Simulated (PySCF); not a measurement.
These 3 structures share the formula C2H6Si. Method: PySCF 2.14.0, PBE0-D3(BJ)/def2-SVP geometry optimisation, gas phase. One conformer each; no zero-point energy, no entropy. No frequencies were run at this level. Point groups hold within 0.08 Å.

Question: Rank from lowest to highest electronic energy at this level (kJ/mol).
A. vinylsilane (`C=C[SiH3]`)
B. `C1C[SiH2]1`
C. `[Si](C)C` (SiMe2)

Answer: A (0.0), B (16.4), C (33.3).

```csv
SMILES,E (Eh),E rel (kJ/mol),dipole (D),point group,"A, B, C (MHz)"
C=C[SiH3],-368.90791,0.0,0.74,near Cs,"34071, 5212, 4771"
C1C[SiH2]1,-368.90165,16.4,0.07,C2v,"18653, 9169, 7304"
C[Si]C,-368.89524,33.3,1.48,near C2v,"16651, 7026, 5264"
```

Q: How do the relative energies change in single points at PBE0/pcSseg-1 (no added dispersion term) on the same geometries?

A: 
```json
{"SMILES": "C=C[SiH3]", "PBE0-D3(BJ)/def2-SVP (kJ/mol)": "0.0", "PBE0/pcSseg-1 (kJ/mol)": "0.0", "shift": "0.0"}
{"SMILES": "C1C[SiH2]1", "PBE0-D3(BJ)/def2-SVP (kJ/mol)": "16.4", "PBE0/pcSseg-1 (kJ/mol)": "21.1", "shift": "+4.7"}
{"SMILES": "C[Si]C", "PBE0-D3(BJ)/def2-SVP (kJ/mol)": "33.3", "PBE0/pcSseg-1 (kJ/mol)": "36.8", "shift": "+3.5"}
```

Each column counts from its own lowest isomer. The order is unchanged; the largest shift is 4.7 kJ/mol.
